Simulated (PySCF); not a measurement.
C3H7, SMILES C[CH]C, multiplicity 2.

The structure is a stationary point at PBE0-D3(BJ)/def2-TZVP. The isomer is the one that the SMILES or the coordinates give; other isomers of the formula were not compared.

Computed with PBE0/def2-TZVPD in PySCF.

The molecule is in vacuum.

Computed frontier levels, dipole moment and polarisability:
```yaml
"α spin, highest occupied and lowest empty level": -5.37 and 0.46 eV
"β spin, highest occupied and lowest empty level": -9.62 and -0.81 eV
dipole_moment: 0.21 D
quadrupole, principal values (traceless, Buckingham form, about the centre of nuclear charge): -1.07, 0.45, 0.61 D·Å
mean_static_polarisability: 40.6 bohr³ (6.02 Å³)
polarisability_principal_values: 35.8, 39.8, 46.2 bohr³
"⟨S²⟩": 0.755 (pure state 0.75)
```
